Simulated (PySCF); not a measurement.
These are PBE-D3(BJ)/def2-TZVP // B3LYP-D3(BJ)/def2-TZVP (PySCF) values and carry that method's errors. Gas-phase values, no solvent. 

Reference species (SMILES): `[CH3]` (neutral, multiplicity 2).

- highest occupied spin orbital: -5.38 eV

Changed species: `N#[C]` (radical fragment; the reference has radical fragment).

### Question
What does the change do to the highest occupied spin orbital?

### Answer
the highest occupied spin orbital drops by 4.03 eV, to -9.41 eV.
